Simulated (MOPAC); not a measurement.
MOPAC input (PM6):

```
PM6 FORCE THERMO(298,298) PRECISE LET CHARGE=-1 GEO-OK AUX(PRECISION=9) THREADS=1
C4H4N

N    -0.00183450 1    0.00363389 1    1.24199016 1
C     0.00166492 1    1.10274937 1    0.39919017 1
C    -0.00285369 1   -1.10039281 1    0.40563481 1
C     0.00286395 1    0.70526705 1   -0.95783774 1
C    -0.00004050 1   -0.71085951 1   -0.95369678 1
H     0.00313204 1    2.09870850 1    0.78438098 1
H    -0.00546730 1   -2.09408541 1    0.79662985 1
H     0.00542335 1    1.33859948 1   -1.80959057 1
H    -0.00008922 1   -1.34917008 1   -1.80172908 1
```

From the last part of the output:

```
     H    9   0.010095   0.008390   4.481054

          HEAT OF FORMATION =      13.868159 KCALS/MOLE

          ZERO POINT ENERGY      41.276 KCAL/MOL

           NORMAL COORDINATE ANALYSIS (Total motion = 1 Angstrom)

   Root No.       1         2         3         4         5         6         7         8

                 1 A2      1 B1      2 B1      1 B2      1 A1      2 A2      3 B1      3 A2

                 515.4     562.7     790.4     802.8     831.0     836.9     849.2     873.8

           1   -0.0000    0.0000    0.0000    0.0333    0.0859    0.0000    0.0000   -0.0000
           2   -0.0000    0.0000    0.0000   -0.0254    0.1124    0.0000    0.0000   -0.0000
           3   -0.0000    0.1164    0.0126    0.0000   -0.0000    0.0000    0.0222    0.0000
           4    0.0000   -0.0000   -0.0000    0.0138    0.0893    0.0000    0.0000    0.0000
           5    0.0000   -0.0000   -0.0000   -0.0996   -0.0745    0.0000   -0.0000    0.0000
           6    0.0465   -0.0780   -0.0122    0.0000    0.0000    0.0340   -0.0571    0.0475
           7   -0.0000   -0.0000   -0.0000    0.0997   -0.0953   -0.0000   -0.0000   -0.0000
           8   -0.0000   -0.0000   -0.0000    0.0128    0.0666   -0.0000   -0.0000   -0.0000
           9   -0.0465   -0.0780   -0.0122    0.0000    0.0000   -0.0340   -0.0571   -0.0475
          10   -0.0000    0.0000   -0.0000   -0.1441   -0.0261   -0.0000   -0.0000   -0.0000
          11   -0.0000    0.0000   -0.0000   -0.0265   -0.0655    0.0000    0.0000   -0.0000
          12   -0.0741    0.0242   -0.0328    0.0000   -0.0000    0.0357    0.0319   -0.0554
          13    0.0000    0.0000   -0.0000   -0.0122   -0.0563   -0.0000   -0.0000    0.0000
          14    0.0000    0.0000   -0.0000    0.1460   -0.0424   -0.0000    0.0000    0.0000
          15    0.0741    0.0242   -0.0328   -0.0000    0.0000   -0.0357    0.0319    0.0554
          16    0.0000   -0.0000    0.0000    0.0741   -0.0326   -0.0000    0.0000   -0.0000
          17    0.0000   -0.0000    0.0000   -0.0559   -0.1431   -0.0000    0.0000   -0.0000
          18    0.1524   -0.2542    0.1484   -0.0000    0.0000   -0.2242    0.2727   -0.2003
          19   -0.0000   -0.0000    0.0000    0.0734   -0.1295   -0.0000   -0.0000    0.0000
          20   -0.0000   -0.0000    0.0000   -0.0568   -0.0690    0.0000    0.0000    0.0000
          21   -0.1524   -0.2542    0.1484    0.0000    0.0000    0.2242    0.2727    0.2003
          22   -0.0000    0.0000    0.0000   -0.1253   -0.0632   -0.0000   -0.0000    0.0000
          23   -0.0000    0.0000    0.0000   -0.0607    0.0719   -0.0000   -0.0000    0.0000
          24   -0.2271    0.0855    0.3003    0.0000   -0.0000   -0.2061   -0.1272    0.1968
          25    0.0000    0.0000    0.0000    0.0257    0.0860    0.0000    0.0000   -0.0000
          26    0.0000    0.0000    0.0000    0.1368   -0.0421    0.0000   -0.0000   -0.0000
          27    0.2271    0.0855    0.3003   -0.0000    0.0000    0.2061   -0.1272   -0.1968

   Root No.       9        10        11        12        13        14        15        16

                 2 A1      2 B2      3 A1      3 B2      4 B2      4 A1      5 A1      5 B2

                1104.9    1106.8    1149.1    1236.0    1318.9    1337.8    1372.6    1464.3

           1   -0.0199    0.0156    0.0012    0.0186    0.1573    0.0794    0.0389   -0.0530
           2   -0.0260   -0.0119    0.0015   -0.0142   -0.1202    0.1040    0.0512    0.0405
           3    0.0000    0.0000   -0.0000    0.0000    0.0000   -0.0000    0.0000   -0.0000
           4    0.0128   -0.0154    0.0191    0.0248   -0.1575   -0.1034   -0.0354    0.0074
           5    0.0009    0.0262   -0.0086    0.0222   -0.0388   -0.0377    0.1297   -0.0909
           6   -0.0000   -0.0000    0.0000   -0.0000   -0.0000    0.0000   -0.0000    0.0000
           7   -0.0025   -0.0293   -0.0134   -0.0149   -0.0039   -0.0092    0.1345    0.0896
           8    0.0126    0.0080    0.0162   -0.0298    0.1622   -0.1095    0.0001    0.0167
           9    0.0000    0.0000   -0.0000    0.0000   -0.0000    0.0000   -0.0000    0.0000
          10   -0.0203   -0.0085   -0.0179   -0.0147    0.0309   -0.1263   -0.0569    0.0337
          11   -0.0034   -0.0051   -0.0082    0.0183    0.0497    0.1165   -0.1027    0.1142
          12   -0.0000   -0.0000    0.0000   -0.0000   -0.0000   -0.0000    0.0000   -0.0000
          13    0.0020    0.0027   -0.0032   -0.0215   -0.0398    0.1458   -0.0840   -0.1014
          14   -0.0204    0.0096   -0.0194    0.0094   -0.0429   -0.0913   -0.0819   -0.0624
          15    0.0000   -0.0000    0.0000   -0.0000    0.0000    0.0000    0.0000    0.0000
          16    0.1357    0.1487    0.2468   -0.2239   -0.1067    0.0059   -0.0686    0.0795
          17    0.0789    0.1232    0.1353   -0.1338   -0.0455    0.0546    0.1010   -0.0311
          18   -0.0000   -0.0000   -0.0000    0.0000   -0.0000   -0.0000   -0.0000   -0.0000
          19    0.0405   -0.0799    0.0658    0.0704    0.0159    0.0512    0.1156    0.0509
          20    0.1516   -0.1758    0.2736    0.2512    0.1149    0.0204   -0.0393   -0.0686
          21    0.0000    0.0000   -0.0000   -0.0000   -0.0000   -0.0000    0.0000    0.0000
          22   -0.0977    0.0610    0.0309    0.0395   -0.0024   -0.0954   -0.0905    0.0957
          23    0.2765   -0.2494   -0.1742   -0.1660    0.0642    0.0203   -0.0249   -0.1417
          24   -0.0000    0.0000    0.0000    0.0000   -0.0000    0.0000   -0.0000    0.0000
          25    0.2925    0.2567   -0.1762    0.1706   -0.0626    0.0450    0.0002    0.1618
          26   -0.0218    0.0066   -0.0159    0.0055   -0.0145   -0.0868   -0.0939   -0.0552
          27    0.0000   -0.0000    0.0000    0.0000    0.0000    0.0000   -0.0000    0.0000

   Root No.      17        18        19        20        21

                 6 A1      6 B2      7 A1      7 B2      8 A1

                1496.7    2797.6    2799.9    2808.2    2818.3

           1   -0.0427   -0.0044   -0.0005   -0.0010    0.0009
           2   -0.0559    0.0034   -0.0006    0.0007    0.0012
           3    0.0000    0.0000    0.0000    0.0000    0.0000
           4    0.0883   -0.0135    0.0138    0.0053   -0.0071
           5    0.0360    0.0266   -0.0219   -0.0035    0.0097
           6   -0.0000   -0.0000    0.0000    0.0000    0.0000
           7    0.0116   -0.0292   -0.0248    0.0047    0.0112
           8    0.0946    0.0061    0.0076   -0.0042   -0.0043
           9   -0.0000   -0.0000   -0.0000   -0.0000   -0.0000
          10   -0.0886    0.0045   -0.0082    0.0296   -0.0265
          11    0.0432    0.0016   -0.0053    0.0066   -0.0083
          12    0.0000   -0.0000   -0.0000   -0.0000   -0.0000
          13    0.0649   -0.0004   -0.0029    0.0014   -0.0011
          14   -0.0741   -0.0047   -0.0093   -0.0303   -0.0277
          15    0.0000   -0.0000   -0.0000   -0.0000   -0.0000
          16   -0.1348    0.2095   -0.1758   -0.0357    0.0687
          17   -0.0953   -0.3344    0.2812    0.0574   -0.1101
          18    0.0000    0.0000   -0.0000    0.0000    0.0000
          19   -0.0566    0.3777    0.3174   -0.0648   -0.1243
          20   -0.1551   -0.1145   -0.0959    0.0194    0.0373
          21    0.0000    0.0000    0.0000   -0.0000   -0.0000
          22   -0.0379   -0.0655    0.1274   -0.3800    0.3171
          23   -0.0989   -0.0183    0.0357   -0.1084    0.0902
          24    0.0000    0.0000   -0.0000    0.0000   -0.0000
          25   -0.0854    0.0005    0.0011    0.0049    0.0038
          26   -0.0625    0.0680    0.1323    0.3951    0.3297
          27    0.0000   -0.0000   -0.0000   -0.0000   -0.0000

           MASS-WEIGHTED COORDINATE ANALYSIS (NORMAL COORDINATES)

   Root No.       1         2         3         4         5         6         7         8

                 1 A2      1 B1      2 B1      1 B2      1 A1      2 A2      3 B1      3 A2

                 515.4     562.7     790.4     802.8     831.0     836.9     849.2     873.8

           1    0.0000    0.0000    0.0000    0.1359    0.3626    0.0000    0.0000   -0.0000
           2    0.0000    0.0000    0.0000   -0.1039    0.4743    0.0000    0.0000   -0.0000
           3   -0.0000    0.6195    0.0932    0.0000   -0.0000    0.0000    0.1538    0.0000
           4    0.0000   -0.0000   -0.0000    0.0521    0.3489    0.0000    0.0000    0.0000
           5    0.0000   -0.0000   -0.0000   -0.3767   -0.2912    0.0000   -0.0000    0.0000
           6    0.2788   -0.3840   -0.0831    0.0000    0.0000    0.2378   -0.3659    0.3071
           7   -0.0000   -0.0000    0.0000    0.3772   -0.3725   -0.0000   -0.0000   -0.0000
           8   -0.0000   -0.0000   -0.0000    0.0486    0.2603   -0.0000   -0.0000   -0.0000
           9   -0.2788   -0.3840   -0.0831    0.0000    0.0000   -0.2378   -0.3659   -0.3071
          10   -0.0000    0.0000   -0.0000   -0.5450   -0.1021   -0.0000   -0.0000   -0.0000
          11   -0.0000    0.0000   -0.0000   -0.1003   -0.2559    0.0000    0.0000   -0.0000
          12   -0.4438    0.1193   -0.2242    0.0000   -0.0000    0.2496    0.2046   -0.3586
          13    0.0000    0.0000   -0.0000   -0.0462   -0.2201   -0.0000   -0.0000    0.0000
          14    0.0000    0.0000   -0.0000    0.5523   -0.1657   -0.0000    0.0000    0.0000
          15    0.4438    0.1193   -0.2242   -0.0000    0.0000   -0.2496    0.2046    0.3586
          16    0.0000   -0.0000    0.0000    0.0812   -0.0369   -0.0000    0.0000   -0.0000
          17    0.0000   -0.0000    0.0000   -0.0612   -0.1620   -0.0000    0.0000   -0.0000
          18    0.2645   -0.3627    0.2934   -0.0000    0.0000   -0.4545    0.5065   -0.3755
          19   -0.0000   -0.0000    0.0000    0.0804   -0.1466   -0.0000   -0.0000    0.0000
          20   -0.0000   -0.0000    0.0000   -0.0623   -0.0781    0.0000    0.0000    0.0000
          21   -0.2645   -0.3627    0.2934    0.0000    0.0000    0.4545    0.5065    0.3755
          22   -0.0000    0.0000    0.0000   -0.1373   -0.0715   -0.0000   -0.0000    0.0000
          23   -0.0000    0.0000    0.0000   -0.0665    0.0814   -0.0000   -0.0000    0.0000
          24   -0.3941    0.1220    0.5937    0.0000   -0.0000   -0.4178   -0.2363    0.3690
          25    0.0000    0.0000    0.0000    0.0282    0.0974    0.0000    0.0000   -0.0000
          26    0.0000    0.0000    0.0000    0.1499   -0.0477    0.0000   -0.0000   -0.0000
          27    0.3941    0.1220    0.5937   -0.0000    0.0000    0.4178   -0.2363   -0.3690

   Root No.       9        10        11        12        13        14        15        16

                 2 A1      2 B2      3 A1      3 B2      4 B2      4 A1      5 A1      5 B2
```

The dipole moment of an ion depends on the origin.
